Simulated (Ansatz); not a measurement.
**SiO2 (silicon dioxide molecule): B2PLYP/cc-pVTZ**

What is the energy change on altering one bond length of SiO2 (silicon dioxide molecule) at B2PLYP/cc-pVTZ? 

The calculation is run with Ansatz 0.2.0.

49 further runs of the same task are left out: 10 that didn't finish, 39 set aside as unsound or not needed.

## (1) The system as given

SiO2 has 3 atoms, charge 0, and is taken as a singlet. As SMILES, `O=[Si]=O`. The shape is that of a PBE0-D4/def2-TZVP optimisation.

Bond lengths: O1–Si2 1.506 Å, Si2–O3 1.506 Å. Angles: O1–Si2–O3 180.0°.

## (2) The energy at B2PLYP/cc-pVTZ

in.yaml

```yaml
crystal:
  periodic: [false, false, false]
  atoms:
    - {symbol: O, position_ang: [0.697730, 1.229600, 0.518760]}
    - {symbol: Si, position_ang: [-0.000010, 0.000000, -0.000000]}
    - {symbol: O, position_ang: [-0.697730, -1.229610, -0.518760]}
basis:
  gaussian: {orbitals: cc-pVTZ}
hamiltonian: {xc: {name: B2PLYP}}
accuracy: high
correlation: {frozen_orbitals: {O: 1, Si: 5}}
output: {orbitals: {seedname: orbitals}}
```

Launch:

```sh
ansatz run in.yaml --threads 1 --pin off --max-ram 3480MiB --events-out events.jsonl --progress --plain --runs-dir runs
```

The program printed:

```text
Warning: RAYON_NUM_THREADS=1 ignored (pool sized by the plan → 1); use --threads N
Functional definition: B2PLYP
  name "B2PLYP"
  parameter a = 0.53
  parameter c = 0.27
  exchange = (1 - a)*b88_x + a*exact_x
  correlation = (1 - c)*lyp_c + c*(mp2_os + mp2_ss)
1409 factors; integrals over basis functions are off by at most 3.2e-9 eV
mean field evaluation 1: about -11953.7312 eV, gradient 7.2e1 eV
mean field evaluation 2: about -11953.7352 eV, gradient 7.2e1 eV
mean field evaluation 4: about -11962.5627 eV, gradient 4.0e0 eV
mean field evaluation 8: about -11962.5987 eV, gradient 1.8e-1 eV
mean field evaluation 16: about -11962.5988 eV, gradient 9.9e-6 eV
mean field -11962.59879851 eV, -439.6173973046 hartree, gradient 7.5e-9 eV, S^2 0.000000; 0 other end points of the search recorded, 0 dependent functions left out
7 core orbitals not correlated: weight in the atoms' cores, before any rotation towards them, 1.000 or more for the frozen orbitals, at most 0.000 for the correlated occupied ones
reference -11962.59881745 eV, -439.6173980006 hartree; 8, 8 occupied and 79, 79 virtual orbitals, 1409 factors
second order -20.02190954 eV of doubles, -0.00000000 eV of singles
Total energy: -11968.00473303 eV, -439.8160617338 hartree
```

It took 5.1 s on 1 thread of Arm Neoverse V1, shared host; peak memory 0.2 GiB.

## (3) The distorted shape

run.yaml

```yaml
crystal:
  periodic: [false, false, false]
  atoms:
    - {symbol: O, position_ang: [0.907039, 1.598457, 0.674378]}
    - {symbol: Si, position_ang: [-0.000010, 0.000000, -0.000000]}
    - {symbol: O, position_ang: [-0.697730, -1.229610, -0.518760]}
basis:
  gaussian:
    orbitals: cc-pVTZ
hamiltonian:
  xc: {name: B2PLYP}
correlation:
  frozen_orbitals: {O: 1, Si: 5}
accuracy: high
output: {orbitals: {seedname: orbitals}}
```

Launch:

```sh
ansatz run run.yaml --threads 1 --pin off --max-ram 3480MiB --events-out events.jsonl --progress --plain --runs-dir runs
```

The program printed (excerpt; [...] marks lines left out):

```text
Warning: RAYON_NUM_THREADS=1 ignored (pool sized by the plan → 1); use --threads N
Functional definition: B2PLYP
  name "B2PLYP"
[...]
1391 factors; integrals over basis functions are off by at most 3.5e-9 eV
[...]
mean field -11959.76885917 eV, -439.5133989521 hartree, gradient 6.0e-8 eV, S^2 0.000000; 0 other end points of the search recorded, 0 dependent functions left out; unrestricted orbitals would lower it
7 core orbitals not correlated: weight in the atoms' cores, before any rotation towards them, 1.000 or more for the frozen orbitals, at most 0.000 for the correlated occupied ones
reference -11959.76887781 eV, -439.5133996369 hartree; 8, 8 occupied and 79, 79 virtual orbitals, 1391 factors
second order -21.19343271 eV of doubles, -0.00000000 eV of singles
Total energy: -11965.49110464 eV, -439.7236875943 hartree
```

Wall time 5.4 s (1 thread of Arm Neoverse V1, shared host); peak memory 0.23 GiB.

## (4) What came out

At B2PLYP/cc-pVTZ, 7 core orbitals frozen:

```
                                                          quantity          value
                                         first shape: total energy  -439.81606 Eh
                    first shape: HOMO energy (SCF part's orbitals)      -11.29 eV
                    first shape: LUMO energy (SCF part's orbitals)       -2.04 eV
                  first shape: HOMO–LUMO gap (SCF part's orbitals)        9.25 eV
                                     distorted shape: total energy  -439.72369 Eh
                distorted shape: HOMO energy (SCF part's orbitals)      -10.46 eV
                distorted shape: LUMO energy (SCF part's orbitals)       -2.96 eV
              distorted shape: HOMO–LUMO gap (SCF part's orbitals)        7.50 eV
energy change with the O1–Si2 bond stretched from 1.506 to 1.958 Å       2.514 eV
```

With the O1–Si2 bond stretched from 1.506 to 1.958 Å the energy rises by 2.51 eV (243 kJ/mol). The first shape isn't relaxed at this level, so the change isn't measured from a minimum. The restricted solution (distorted shape) is unstable to spin breaking: an unrestricted one lies lower.
